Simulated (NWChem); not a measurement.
System: chloroform (CHCl3); SMILES ClC(Cl)Cl

Here is an NWChem input.

```
start job
memory heap 200 mb stack 900 mb global 1100 mb
geometry units angstroms noautoz
  Cl     1.464502     0.829632    -0.074547
  C      0.000000     0.000000     0.460049
  Cl    -1.450734     0.853480    -0.074547
  Cl    -0.013769    -1.683112    -0.074547
  H      0.000000     0.000000     1.554834
end
basis spherical
  * library 3-21g
end
dft
  xc b3lyp
  iterations 150
  mulliken
end
task dft energy
```

Geometry: optimised at PBE0/def2-SVP.

Predict the main results of this run. (B3LYP/3-21G.) Quantities: basis functions; energy (Ha); highest occupied level (eV); orbital gap (eV); dipole (D).


```yaml
number_of_basis_functions: 50
energy (Ha): -1412.44
highest occupied level (eV): -8.73
orbital gap (eV): 7.58
dipole (D): 1.45
```
